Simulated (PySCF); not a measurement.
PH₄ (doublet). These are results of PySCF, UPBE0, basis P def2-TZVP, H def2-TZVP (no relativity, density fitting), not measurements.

Harmonic bands of its minimum:

| ω (cm⁻¹) | IR (km/mol) |
| --- | --- |
| 814 | 12.4 |
| 880 | 11.4 |
| 987 | 0.7 |
| 1108 | 92.3 |
| 1186 | 0.0 |
| 1505 | 468 |
| 1817 | 5.4 |
| 2458 | 14.1 |
| 2475 | 30.0 |

Task: The central atom is P. Infer the point group and assign the bands.

Result: C2v. The modes span 2b1 + 4a1 + 2b2 + a2: 814 b1, 880 a1, 987 a1, 1108 b2, 1186 a2, 1505 b2, 1817 a1, 2458 a1, 2475 b1. The computed geometry has P–H 1.410 Å (×2), P–H 1.520 Å (×2); H–P–H 92.8° (×4), H–P–H 99.7°, H–P–H 171.3°.

Other isomers or separated fragments may lie lower.
